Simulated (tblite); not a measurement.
# H7O2Si: the cost of one run

Computed with tblite 0.8.0 and PySCF 2.14.0; each step states its level. No surroundings beyond the atoms listed, unless a continuum is named. Atoms count from 0, parts from 1.

### 1 Starting point

10 atoms, charge 1, multiplicity 1; geometry: rigid parts in contact. Parts: 1 = atoms 0–5, `O[SiH3]`, charge 0; 2 = atoms 6–9, `[OH3+]`, charge 1.

### 2 Docking the parts with GFN2-xTB

Job settings and geometry (Å):

```
{"job": {"kind": "dock", "xc": "GFN2-xTB", "basis": "xTB"}, "charge": 1, "multiplicity": 1, "parts": [{"atoms": "0-5", "charge": 0, "multiplicity": 1}, {"atoms": "6-9", "charge": 1, "multiplicity": 1}]}
O     -0.919732    -0.634709     0.495871
Si     0.402689     0.132657    -0.054848
H     -1.785825    -0.482580     0.129307
H      0.254755     1.581158     0.102712
H      0.611689    -0.169388    -1.472363
H      1.436424    -0.427139     0.799322
O     -0.484190    -2.889783     2.093017
H     -0.718163    -2.718191     1.153209
H     -0.891636    -3.719917     2.428214
H     -0.686897    -2.119759     2.670519
```

With the program's defaults for keys left out, this is: GFN2-xTB search for minima from random contacts, gas phase.

Launch:

```console
OMP_NUM_THREADS=1 python cluster_run.py task.json out
```

This one command runs all jobs of the session in turn.

Q: Estimate the wall time of this first job on 1 thread of Arm Neoverse V1, shared host.

About 5.9 s.
